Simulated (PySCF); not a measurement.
## Working out the electron affinity of Si

Si⁻ [Ne] 3s2 3p3 (4S) → Si [Ne] 3s2 3p2 (3P). Calculation: PySCF 2.14, in def2-QZVPPD (10s6p5d2f1g, 76 functions); no relativity, point nucleus. Frozen: 1s2. Energies in hartree (1 hartree = 27.21139 eV):

```tsv
part	Si⁻ (lower)	Si (upper)
UHF	-288.887784	-288.858733
MP2 opposite-spin	-0.183127	-0.175365
MP2 same-spin	-0.075845	-0.064089
```

**Question.** What does Hartree-Fock give?

**Answer.** (-288.858733) − (-288.887784) = 0.029051 hartree = 0.791 eV.

**Question.** What do MP2 and SCS-MP2 (6/5 opposite-spin, 1/3 same-spin) give?

**Answer.** The opposite-spin parts differ by 0.211 eV and the same-spin parts by 0.320 eV. MP2: 0.791 + (0.211) + (0.320) = 1.322 eV. SCS-MP2: 0.791 + 1.2 × (0.211) + (0.320)/3 = 1.151 eV.

A first-order spin-orbit estimate adds -0.016 eV to MP2 (valence and next inner shell), giving 1.306 eV against 1.390 eV (measured; photodetachment measurements, as compiled on the Wikipedia data page of electron affinities).

What remains against the reference includes basis incompleteness, the frozen core and correlation beyond second order.
